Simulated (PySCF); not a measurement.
# How the method moves the bond dissociation enthalpies of trisilane

Structure: `[SiH3][SiH2][SiH3]` (H8Si3). Coordinates in Å; atoms count from 1 in this order:
```
Si    1.8036    0.7315   -0.0360
Si    0.1961   -0.9745   -0.0688
Si   -1.9432   -0.0247    0.0738
H     3.1851    0.1856   -0.2070
H     1.5259    1.7012   -1.1404
H     1.7278    1.4601    1.2679
H     0.4200   -1.9031    1.0846
H     0.3153   -1.7596   -1.3386
H    -2.1622    0.8811   -1.0960
H    -2.0497    0.7824    1.3285
H    -3.0088   -1.0735    0.0809
```

All levels share the PBE0-D3(BJ)/def2-SVP structures and the GFN2-xTB thermal terms; only the single-point energies (PySCF) change. Values are bond dissociation enthalpies (298 K, kJ/mol).

```jsonl
{"level": "HF/def2-TZVP", "Si1–Si2": "222", "Si2–H": "278", "Si1–H": "287", "time": "9.3 s"}
{"level": "BLYP-D3(BJ)/def2-TZVP", "Si1–Si2": "297", "Si2–H": "348", "Si1–H": "356", "time": "30 s"}
{"level": "M06-2X/def2-TZVP (grid 3)", "Si1–Si2": "298", "Si2–H": "350", "Si1–H": "358", "time": "54 s"}
{"level": "PBE0-D3(BJ)/cc-pVDZ", "Si1–Si2": "304", "Si2–H": "339", "Si1–H": "346", "time": "8.9 s"}
{"level": "PBE0-D3(BJ)/aug-cc-pVDZ", "Si1–Si2": "305", "Si2–H": "338", "Si1–H": "345", "time": "18 s"}
{"level": "CAM-B3LYP-D3(BJ)/def2-TZVP", "Si1–Si2": "305", "Si2–H": "359", "Si1–H": "368", "time": "26 s"}
{"level": "PBE-D3(BJ)/def2-TZVP", "Si1–Si2": "305", "Si2–H": "340", "Si1–H": "347", "time": "29 s"}
{"level": "PBE0-D3(BJ)/pcseg-2", "Si1–Si2": "307", "Si2–H": "343", "Si1–H": "351", "time": "31 s"}
{"level": "PBE0-D3(BJ)/def2-TZVPP", "Si1–Si2": "307", "Si2–H": "343", "Si1–H": "351", "time": "35 s"}
{"level": "PBE0-D3(BJ)/ma-def2-TZVP", "Si1–Si2": "307", "Si2–H": "342", "Si1–H": "350", "time": "21 s"}
{"level": "PBE0-D3(BJ)/def2-TZVP", "Si1–Si2": "307", "Si2–H": "342", "Si1–H": "351", "time": "–"}
{"level": "PBE0-D3(BJ)/jun-cc-pV(T+d)Z", "Si1–Si2": "308", "Si2–H": "343", "Si1–H": "351", "time": "45 s"}
{"level": "PBE0-D3(BJ)/def2-SVP", "Si1–Si2": "309", "Si2–H": "342", "Si1–H": "350", "time": "8 s"}
{"level": "B97-2/def2-TZVP", "Si1–Si2": "309", "Si2–H": "348", "Si1–H": "357", "time": "21 s"}
{"level": "PBE0-D3(BJ)/6-31+G*", "Si1–Si2": "310", "Si2–H": "344", "Si1–H": "352", "time": "7.6 s"}
{"level": "PBE0-D3(BJ)/6-31G*", "Si1–Si2": "310", "Si2–H": "344", "Si1–H": "352", "time": "6 s"}
{"level": "PBE0-D3(BJ)/aug-pcseg-1", "Si1–Si2": "310", "Si2–H": "344", "Si1–H": "351", "time": "17 s"}
{"level": "PBE0-D3(BJ)/def2-SVPD", "Si1–Si2": "311", "Si2–H": "343", "Si1–H": "350", "time": "14 s"}
{"level": "M06-L/def2-TZVP (grid 3)", "Si1–Si2": "315", "Si2–H": "357", "Si1–H": "367", "time": "67 s"}
{"level": "ωB97M-D3(BJ)/def2-TZVP (grid 3)", "Si1–Si2": "316", "Si2–H": "362", "Si1–H": "371", "time": "59 s"}
```

Times are wall times for all single points of a level on 1 thread of Arm Neoverse V1, a shared host; the dash marks the run that also made the structures. BLYP, M06-L, PBE ran on a slower path of this set-up, which computes the density-fitting integrals anew in every SCF cycle while the other levels store them. So the times needn't show the usual order of cost, and those levels read slower than they are.

Hartree-Fock leaves out electron correlation, so its bond energies come out too low, often by 100 kJ/mol or more.

The widest spread is that of Si1–Si2: 95 kJ/mol, from 222 to 316.

Caveats: the order of Si2–H and Si1–H is undecided: the gaps lie inside the method's error (some 10 kJ/mol, one structure a species).

Differences come from unrounded values, so a last digit can differ from that of the printed terms.
